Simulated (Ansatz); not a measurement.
System: C$_{4}$H$_{5}$ (charge 0, doublet). It need not be the lowest isomer of its formula. 
Coordinates optimised at B3LYP-D3(BJ)/def2-TZVP (Ansatz, a quantum-chemistry and plane-wave program):
```
C
C 1 1.2816
H 2 1.0768 1 139.61
C 1 1.4761 2 149.30 3 -180.00
H 4 1.0838 1 117.61 2 71.91
H 4 1.0838 5 114.77 1 144.82
C 1 1.4956 2 149.37 3 0.00
H 7 1.0832 1 117.41 2 -71.92
H 7 1.0832 8 115.11 1 -144.65
```
Charge 0, spin multiplicity 2.

Computed values are from Ansatz. Valence correlation only, unless marked. UHF or UKS for open shells. Spin-orbit coupling is left out. No relativistic terms. CBS marks a two-point X^-3 extrapolation of the correlation energy; Hartree-Fock from the larger set. [CCSD(T)-MP2]/basis is that difference in the basis named.

The UHF reference is spin-contaminated (<S^2> 0.17 over the pure value in the largest basis). 

What is the atomisation energy De at RI-MP2/CBS(cc-pVTZ,cc-pVQZ)+[CCSD(T)-MP2]/cc-pVTZ?

3658.4 kJ/mol.

What is the T1 diagnostic at CCSD/cc-pVTZ?

0.030.

What is the dipole moment at wB97M-V/def2-TZVPD?

1.22 D.

What is the total energy at RI-MP2/CBS(cc-pVTZ,cc-pVQZ)+[CCSD(T)-MP2]/cc-pVTZ?

-155.0586 Eh.
